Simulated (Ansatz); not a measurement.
Energy needed to pull apart SiH2S (SMILES [SiH]S), singlet, into free ground-state atoms, from the structure below (displaced at random from its PBE0-D4/def2-TZVP minimum); no zero-point or spin–orbit terms; open-shell atoms are treated unrestricted, in their ground-state multiplicity.

```xyz
4
angstrom
Si -0.2599 -1.1640 0.1349
S 0.1997 0.9752 -0.2094
H 1.0000 -1.1549 0.9607
H -0.8106 1.3480 -0.9354
```

Ansatz 0.2.0; basis: def2-TZVPP; cores frozen in the correlated methods.

| method | atomization energy (eV) |
| --- | --- |
| PBE-D4 | ? |
| r2SCAN-D4 | 10.89 |
| PBE0-D4 | 10.79 |
| wB97M-V | ? |
| HF | 7.48 |
| MP2 | 10.48 |
| CCSD | 10.33 |
| CCSD(T) | 10.54 |

(1) What does wB97M-V give? (To be estimated.)

(2) What does PBE-D4 give? (To be estimated.)

The T1 diagnostic stays at or below 0.018. The restricted Hartree–Fock reference is unstable towards an unrestricted one here.

Answers

(1) By the calculation: 11.08 eV, which is about 0.54 eV more than CCSD(T)/def2-TZVPP.

(2) By the calculation: 11.02 eV, which is about 0.48 eV more than CCSD(T)/def2-TZVPP.

In triple zeta the MP2 and coupled-cluster atomization energies are still short of their basis limit by a few kcal/mol a bond, whereas those of the functionals are nearly converged, so these differences are not deviations from converged CCSD(T).

For scale, one of the runs: CCSD(T)/def2-TZVPP forces, 112 basis functions (an equivalent command: `ansatz run in.yaml --threads 2`). Hardware: 2 CPU threads, shared host. Wall time about 19 s.
